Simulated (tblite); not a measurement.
Isomers of C4H6NP. Method: GFN2-xTB as coded in tblite; computed harmonic values from a numerical Hessian at the method's own geometry, unscaled. The method is semi-empirical: single wavenumbers can be off by several per cent or more. Modes of hydrogen on phosphorus can be 10 to 20 % off. One conformer each.

Electronic energies: GFN2-xTB at the same geometries; isomer energies are rough at this level and their order can be wrong.

| SMILES | electronic energy, lowest = 0 (kcal/mol) |
| --- | --- |
| Nc1ccc[pH]1 | 25.0 |
| Cc1cpc[nH]1 | 0.0 |
| C#CP(N)C=C | 63.4 |

Problem. How do GFN2-xTB zero-point energies change the relative energies?

Solution. 
```
     SMILES  ZPE (kcal/mol)  of it from modes above 1550 cm⁻¹  electronic (kcal/mol)  with ZPE, lowest = 0 (kcal/mol)  lowest mode (cm⁻¹)  rings
Cc1cpc[nH]1            58.0                              26.8                    0.0                              0.0                  76      1
Nc1ccc[pH]1            55.5                              28.7                   25.0                             22.5                 196      1
 C#CP(N)C=C            54.0                              33.2                   63.4                             59.4                  79      0
```

The zero-point energies span 4.0 kcal/mol, from `C#CP(N)C=C` to `Cc1cpc[nH]1`. The order is unchanged.

Problem. What do entropy and thermal enthalpy add at 298.15 K and 1 bar (rigid rotor, harmonic oscillator, one conformer each)?

Solution. 
```csv
SMILES,point group,symmetry number,S (cal/(mol K)),H − H(0) (kcal/mol),ZPE + H − H(0) − TS (kcal/mol)
Cc1cpc[nH]1,Cs,1,78.0,4.39,39.1
Nc1ccc[pH]1,C1,1,76.9,4.44,37.0
C#CP(N)C=C,C1,1,86.7,5.69,33.8
```
